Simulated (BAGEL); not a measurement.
# H3O+ (oxonium): B3LYP/aug-cc-pVTZ (density fitting with cc-pvqz-jkfit)

What is the energy change on altering one bond length of H3O+ (oxonium) at B3LYP/aug-cc-pVTZ (density fitting with cc-pvqz-jkfit)? 

The results are computed with BAGEL 1.2.2.

2 further runs of the same task are left out: 2 set aside as unsound or not needed.

## (1) The system as given

The species is H3O+ (4 atoms), meant as a singlet with charge +1. As SMILES, `[OH3+]`. Geometry: relaxed at PBE0-D4/def2-TZVP.

Bond lengths: O1–H2 0.978 Å, O1–H3 0.978 Å, O1–H4 0.978 Å. Angles: H2–O1–H3 113.0°, H2–O1–H4 113.0°, H3–O1–H4 113.0°.

## (2) The energy at B3LYP/aug-cc-pVTZ (density fitting with cc-pvqz-jkfit)

File job.json:

```json
{ "bagel" : [

{
  "title" : "molecule",
  "basis" : "aug-cc-pvtz.json",
  "df_basis" : "cc-pvqz-jkfit",
  "angstrom" : true,
  "geometry" : [
    { "atom" : "O", "xyz" : [    0.181970,   -0.056700,   -0.052760 ] },
    { "atom" : "H", "xyz" : [    0.219060,    0.918440,    0.015140 ] },
    { "atom" : "H", "xyz" : [   -0.408890,   -0.368290,   -0.767380 ] },
    { "atom" : "H", "xyz" : [    0.007860,   -0.493450,    0.805020 ] }
  ]
},
{
  "title" : "ks",
  "xc_func" : "b3lyp",
  "charge" : 1
},
{
  "title" : "print",
  "file" : "orbitals.molden",
  "orbitals" : true
}

]}
```

The basis set aug-cc-pVTZ is read from a file made from the Basis Set Exchange's data (not shown).

Run with:

```bash
BAGEL_NUM_THREADS=1 BAGEL job.json > job.out
```

Standard output:

```text
* using 1 threads per process

  ===============================================================
  ===============================================================

  *** Geometry ***

  { "atom" : "O", "xyz" : [      0.343873,     -0.107147,     -0.099702 ] },
  { "atom" : "H", "xyz" : [      0.413963,      1.735600,      0.028610 ] },
  { "atom" : "H", "xyz" : [     -0.772690,     -0.695967,     -1.450138 ] },
  { "atom" : "H", "xyz" : [      0.014853,     -0.932485,      1.521267 ] },

  Number of auxiliary basis functions:      259

  Since a DF basis is specified, we compute 2- and 3-index integrals:
    o Being stored without compression. Storage requirement is 0.027 GB

  Number of basis functions:      115
  Number of electrons      :       11

    * METHOD: MOLECULE                             0.08

  *** Kohn-Sham DFT ***

    * Removing 4979 points whose weight is below 1.00e-10
    * Grid points: 54645

  === Nuclear Repulsion ===
    13.9563073607

       - DIIS with orbital gradients will be used.

  === KS iteration (b3lyp / aug-cc-pvtz.json) ===
      0        -62.00804325          0.12395044           0.16
      1        -66.73893535          0.19127126           0.16
      2        -70.69968322          0.11174815           0.15
      3        -76.28634860          0.04637266           0.17
      4        -76.63530852          0.02432858           0.17
      5        -76.72600035          0.00838480           0.17
      6        -76.73847379          0.00051176           0.16
      7        -76.73850395          0.00020167           0.17
      8        -76.73851147          0.00000780           0.16
      9        -76.73851148          0.00000105           0.15
     10        -76.73851148          0.00000004           0.15
     11        -76.73851148          0.00000001           0.17
    * SCF iteration converged.

    * Permanent dipole moment:
           (    0.496474,    -0.154722,    -0.143938) a.u.

    * METHOD: KS                                   2.18

    * METHOD: PRINT                                0.02

  ===============================================================
```

Run time: 2.5 s. Hardware: 1 thread of Arm Neoverse V2, shared host; peak memory 0.3 GiB.

## (3) The distorted shape, same level

File job.json:

```json
{ "bagel": [

{
  "title": "molecule",
  "basis": "aug-cc-pvtz.json",
  "df_basis": "cc-pvqz-jkfit",
  "angstrom": true,
  "geometry": [
    { "atom": "O", "xyz": [    0.270577,   -0.009973,    0.054407 ] },
    { "atom": "H", "xyz": [    0.307667,    0.965167,    0.122307 ] },
    { "atom": "H", "xyz": [   -0.408890,   -0.368290,   -0.767380 ] },
    { "atom": "H", "xyz": [    0.096467,   -0.446723,    0.912187 ] }
  ]
},
{ "title": "ks", "xc_func": "b3lyp", "charge": 1 },
{ "title": "print", "file": "orbitals.molden", "orbitals": true }

]}
```

The basis set aug-cc-pVTZ is read from a file made from the Basis Set Exchange's data (not shown).

Run with:

```bash
BAGEL_NUM_THREADS=1 BAGEL job.json > job.out
```

Standard output:

```text
* using 1 threads per process

  ===============================================================
  ===============================================================

  *** Geometry ***

  { "atom" : "O", "xyz" : [      0.511316,     -0.018846,      0.102814 ] },
  { "atom" : "H", "xyz" : [      0.581406,      1.823901,      0.231127 ] },
  { "atom" : "H", "xyz" : [     -0.772690,     -0.695967,     -1.450138 ] },
  { "atom" : "H", "xyz" : [      0.182296,     -0.844184,      1.723784 ] },

  Number of auxiliary basis functions:      259

  Since a DF basis is specified, we compute 2- and 3-index integrals:
    o Being stored without compression. Storage requirement is 0.027 GB

  Number of basis functions:      115
  Number of electrons      :       11

    * METHOD: MOLECULE                             0.08

  *** Kohn-Sham DFT ***

    * Removing 4751 points whose weight is below 1.00e-10
    * Grid points: 54873

  === Nuclear Repulsion ===
    13.3460523628

       - DIIS with orbital gradients will be used.

  === KS iteration (b3lyp / aug-cc-pvtz.json) ===
      0        -61.91695430          0.12002851           0.17
      1        -66.58702455          0.18260165           0.17
      2        -70.44948305          0.10850782           0.17
      3        -76.20923117          0.04871485           0.17
      4        -76.56725998          0.02968155           0.17
      5        -76.67048542          0.01731560           0.17
      6        -76.72545329          0.00121184           0.18
      7        -76.72563544          0.00030807           0.17
      8        -76.72565253          0.00003684           0.17
      9        -76.72565278          0.00000371           0.17
     10        -76.72565278          0.00000062           0.16
     11        -76.72565278          0.00000007           0.17
     12        -76.72565278          0.00000001           0.17
    * SCF iteration converged.

    * Permanent dipole moment:
           (    0.574567,    -0.103756,    -0.032013) a.u.

    * METHOD: KS                                   2.43

    * METHOD: PRINT                                0.02

  ===============================================================
```

It took 2.7 s on 1 thread of Arm Neoverse V2, shared host; peak memory 0.3 GiB.

## (4) What came out

At B3LYP/aug-cc-pVTZ (density fitting with cc-pvqz-jkfit):

| quantity | value |
| --- | --- |
| first shape: total energy | -76.73851 Eh |
| first shape: HOMO energy | -20.37 eV |
| first shape: LUMO energy | -7.69 eV |
| first shape: HOMO–LUMO gap | 12.67 eV |
| distorted shape: total energy | -76.72565 Eh |
| distorted shape: HOMO energy | -19.95 eV |
| distorted shape: LUMO energy | -8.31 eV |
| distorted shape: HOMO–LUMO gap | 11.65 eV |
| energy change with the O1–H3 bond stretched from 0.978 to 1.125 Å | 0.350 eV |

With the O1–H3 bond stretched from 0.978 to 1.125 Å the energy rises by 0.35 eV (8.1 kcal/mol). The first shape isn't relaxed at this level, so the change isn't measured from a minimum.
